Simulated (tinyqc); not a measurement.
Worked calculation: Hueckel theory of the pi electrons with the omega technique, for the molecule O=Cc1c[cH+]1 (SMILES; centres numbered as the heavy atoms are written). One step of it, computed by the program tinyqc.

Question. Orbitals, round 1. Diagonalise; E = alpha + x beta with beta < 0, so the largest x are filled first; degenerate levels share their electrons. P = sum n_i c_ri c_si; each orbital has its largest coefficient positive (the first on a tie).

Hueckel matrix in units of beta (H = alpha + beta A):
```
          1O        2C        3C        4C        5C
1O  1.000000  1.000000  0.000000  0.000000  0.000000
2C  1.000000  0.000000  1.000000  0.000000  0.000000
3C  0.000000  1.000000  0.000000  1.000000  1.000000
4C  0.000000  0.000000  1.000000  0.000000  1.000000
5C  0.000000  0.000000  1.000000  1.000000  0.000000
```

pi electrons, sum of z_r less the charge = 4

Give: x values; occupations; coefficients; charge and bond-order matrix P.

Answer.

x values: 2.2631  1.5157  -0.1826  -1.0000  -1.5962

occupations: 2.0000  2.0000  0.0000  0.0000  0.0000

coefficients:
```
       MO1      MO2      MO3      MO4      MO5
1O  0.3104   0.7734  -0.5069   0.0000   0.2206
2C  0.3921   0.3988   0.5995   0.0000  -0.5726
3C  0.5769  -0.1688   0.3974   0.0000   0.6934
4C  0.4567  -0.3274  -0.3360   0.7071  -0.2671
5C  0.4567  -0.3274  -0.3360  -0.7071  -0.2671
```

charge and bond-order matrix P:
```
         1O      2C      3C       4C       5C
1O   1.3889  0.8603  0.0970  -0.2228  -0.2228
2C   0.8603  0.6256  0.3177   0.0970   0.0970
3C   0.0970  0.3177  0.7225   0.6375   0.6375
4C  -0.2228  0.0970  0.6375   0.6315   0.6315
5C  -0.2228  0.0970  0.6375   0.6315   0.6315
```
